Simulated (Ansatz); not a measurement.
A calculation with Ansatz (development build ahead of 0.2.0).

```yaml
crystal:
  periodic: [false, false, false]
  atoms:
    - { symbol: "N", position_ang: [0.01907, 0.0224, -0.49707] }
    - { symbol: O, position_ang: [-0.00702, 1.10566, 0.22154] }
    - { symbol: O, position_ang: [-0.01296, -1.07646, 0.15396] }
basis:
  gaussian: { orbitals: STO-3G }
total_charge: -1
hamiltonian:
  xc: hf
correlation:
  method: mp2
  frozen_orbitals: { "N": 1, O: 1 }
```

The input is written out in the form of the current development build from the run's settings.

Output:

```json
{"Converged": "yes", "Reference energy": "-201.16344 hartree", "Correlation energy": "-0.16041 hartree", "Total energy": "-201.32385 hartree", "Spin squared of the determinant": "0.000"}
```

Caution: no diffuse functions for an anion.
